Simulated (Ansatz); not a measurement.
## CF, quartet in 6-31G: errors against full CI

Geometry: a point of a stretch scan, not a stationary point.

```yaml
atoms:
  - { symbol: C, position_ang: [0.0000, 0.0000, 0.0000] }
  - { symbol: F, position_ang: [0.0000, 0.0000, 1.6250] }
```

Basis 6-31G; Ansatz 0.2.0. Correlated methods freeze the noble-gas cores, which leaves 11 electrons in 16 orbitals. Prefix R: restricted or restricted open-shell reference. Active spaces: pair = (5e, 5o) about the gap; valence = (11e, 8o) chosen from the atoms' valence shells.

Full CI is exact within this basis and frozen core; it isn't the basis-set limit.

For open shells CISD and CISDTQ are restricted-active-space CI with the open shells as a complete middle space.

* UHF ⟨S²⟩: 3.795
* T1 diagnostic (RCCSD): 0.0221
* largest doubles amplitude (RCCSD): 0.123
* T1 diagnostic (UCCSD): 0.0397

From what is known of these methods and the diagnostics, rank them by the size of their error in total energy against full CI in 6-31G, smallest first (an estimate: the text doesn't fix the numbers).
A. CISD
B. MRCISD+Q (pair space)
C. CASSCF (valence space)
D. CISDTQ
E. RHF

D (0.22 kcal/mol), B (2.12 kcal/mol), A (7.55 kcal/mol), C (77.21 kcal/mol), E (112.48 kcal/mol).

All errors are against full CI in 6-31G. Within each family the higher level lies nearer, as is usual though not guaranteed.

The full-CI state has the irrep A2 of C2v, in the program's axes (one component, if the state is degenerate).

Natural occupations of full CI about the gap: 1.991 1.980 1.980 1.924 1.005 0.998 0.998 0.063 0.015 0.015; effectively unpaired electrons, Σ n²(2−n)², 3.04.
